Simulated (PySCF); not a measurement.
**Working out the ionisation energy of Al**

Al [Ne] 3s2 3p1 (2P) → Al⁺ [Ne] 3s2 (1S). All numbers are calculated (PySCF 2.14, no relativity, point nucleus, in aug-cc-pV(D+d)Z). Frozen: [Ne]. Energies in hartree (1 hartree = 27.21139 eV):

```
            part   Al (lower)  Al⁺ (upper)
             UHF  -241.874285  -241.668532
CCSD correlation    -0.048295    -0.038790
             (T)    -0.000818     0.000000
```

**Question.** What does Hartree-Fock give?

**Answer.** (-241.668532) − (-241.874285) = 0.205753 hartree = 5.599 eV.

**Question.** What do CCSD and CCSD(T) give?

**Answer.** The CCSD correlation energies differ by 0.009505 hartree = 0.259 eV and the triples by 0.000818 hartree = 0.022 eV, so CCSD gives 5.858 eV and CCSD(T) 5.880 eV.

Measured between the centres of the two terms (NIST): 5.977 eV, so CCSD(T) (valence) is off by -0.097 eV.

What remains against the reference includes basis incompleteness, the frozen core and higher excitations.
